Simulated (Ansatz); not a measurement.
# Other spins and charges of B₂⁺, quartet at one geometry

Geometry (PBE0/def2-TZVP stationary point for this spin):

```xyz
2

B     0.0000    0.0000    0.0000
B     0.0000    0.0000    1.6282
```

Basis cc-pVQZ; Ansatz 0.2.0. Correlated methods freeze the noble-gas cores. Prefix R: restricted or restricted open-shell reference; prefix U: unrestricted. Active spaces: valence = (5e, 8o) chosen from the atoms' valence shells.

Gaps are energies of the second state less the first, at fixed atoms, for a selection of the levels run; each method lands on the state that its own search finds for that charge and spin.

Sextet less quartet: 5.530 eV at UCCSDT(Q).

```json
{"level": "RHF", "gap (eV)": "4.473", "error (meV)": "-1057"}
{"level": "UHF", "gap (eV)": "4.516", "error (meV)": "-1014"}
{"level": "RMP2", "gap (eV)": "5.345", "error (meV)": "-185"}
{"level": "UMP2", "gap (eV)": "5.344", "error (meV)": "-186"}
{"level": "RCCSD", "gap (eV)": "5.464", "error (meV)": "-66"}
{"level": "UCCSD", "gap (eV)": "5.465", "error (meV)": "-65"}
{"level": "RCCSD(T)", "gap (eV)": "5.516", "error (meV)": "-14"}
{"level": "UCCSD(T)", "gap (eV)": "5.516", "error (meV)": "-14"}
{"level": "BCCD(T)", "gap (eV)": "5.517", "error (meV)": "-13"}
{"level": "RCCSDT", "gap (eV)": "5.528", "error (meV)": "-2"}
{"level": "UCCSDT", "gap (eV)": "5.528", "error (meV)": "-2"}
{"level": "RCCSDT(Q)", "gap (eV)": "5.530", "error (meV)": "0"}
{"level": "CASSCF (valence space)", "gap (eV)": "5.063", "error (meV)": "-467"}
{"level": "NEVPT2 (valence space)", "gap (eV)": "5.462", "error (meV)": "-68"}
{"level": "MRCISD (valence space)", "gap (eV)": "5.497", "error (meV)": "-33"}
{"level": "MRCISD+Q (valence space)", "gap (eV)": "5.514", "error (meV)": "-16"}
```

Full CI isn't at hand for all of this; UCCSDT(Q) serves as the reference, and is uncertain by about the last step of the cluster series. The frozen core follows each run's orbitals, which can shift R against U totals by a few meV.
